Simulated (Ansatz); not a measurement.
Born–Oppenheimer molecular dynamics of AlH$_{8}$NSi (11 atoms, charge 0, multiplicity 1). It starts at the highest image of a converged band, a first-order saddle point between two minima.

Computed with Ansatz, RKS BLYP/6-31G*.

```
ensemble                      : NVE (velocity Verlet)
time step                     : 0.5 fs
steps asked                   : 200
starting velocities drawn for : 300 K
seed                          : 7737
```

First frame:

```xyz
11
Properties=species:S:1:pos:R:3
Al 0.063 -0.523 -0.188
H -0.509 0.464 1.223
H 1.549 -0.076 -0.542
H -1.150 -0.628 -1.215
N -0.067 -1.824 1.286
H -0.935 -2.376 1.266
Si 1.254 -2.594 2.190
H 1.969 -3.642 1.392
H 2.228 -1.521 2.553
H 0.722 -3.236 3.433
H -0.400 -0.494 1.583
```

**Question.** What does the run give?

**Answer.** The run went to its last step.

```yaml
steps_done: 200
time_covered: 100 fs
mean_temperature_over_the_second_half: 948 K
spread_of_the_potential_energy_over_the_second_half: 4.7 meV per atom
mean_potential_energy_of_the_second_half_above_the_start: -68.6 meV per atom
```

The conserved energy stayed within 0.16 meV per atom of its start (net change -0.096 meV per atom), so the integration is sound. The kinetic energy rose, since the run started high on the potential surface and went downhill. It ends in pieces (AlH6NSi + H2), so much of that is their flight and rotation, not heat. A run of 0.1 ps of so small a system gives no equilibrium averages. The orbitals stay closed-shell, which can raise the energy where a bond breaks towards radicals; this wasn't checked here.

**Question.** What happens to the structure?

**Answer.** Between its relaxed ends the band would form H2–H11 and break Al1–H2, N5–H11. These pairs go: H2–H11 1.03 → 0.77 Å, Al1–H2 1.81 → 8.91 Å, N5–H11 1.40 → 10.15 Å. In the last frame they stand as after the step (other bonds may differ from the relaxed reactants and products). Also parted: Al1–H11 1.83 → 9.26 Å. It ends as AlH6NSi + H2. Pairs count as bonded within 1.25 times the sum of covalent radii (0.12 Å more for H–H). This is one draw of velocities; another would differ in detail.

**Question.** How do temperature and energy run in time?

**Answer.** 
| time (fs) | T (K) | potential energy less start (eV) | conserved less start (meV/atom) |
| --- | --- | --- | --- |
| 0 | 300 | 0.000 | 0.00 |
| 5 | 276 | 0.029 | 0.05 |
| 10 | 370 | -0.081 | 0.08 |
| 15 | 662 | -0.421 | 0.01 |
| 20 | 865 | -0.658 | -0.12 |
| 25 | 930 | -0.733 | -0.05 |
| 30 | 917 | -0.717 | 0.07 |
| 35 | 932 | -0.736 | -0.12 |
| 40 | 948 | -0.755 | -0.10 |
| 45 | 941 | -0.745 | 0.07 |
| 50 | 954 | -0.762 | -0.10 |
| 55 | 920 | -0.722 | -0.13 |
| 60 | 863 | -0.655 | 0.08 |
| 65 | 913 | -0.713 | -0.04 |
| 70 | 1016 | -0.834 | -0.15 |
| 75 | 989 | -0.801 | 0.06 |
| 80 | 985 | -0.797 | 0.02 |
| 85 | 998 | -0.814 | -0.13 |
| 90 | 930 | -0.732 | 0.05 |
| 95 | 917 | -0.717 | 0.08 |
| 100 | 971 | -0.781 | -0.10 |

The run took 7.8 min on 1 thread of Arm Neoverse V2, with other jobs on the host, peak memory 0.11 GiB.
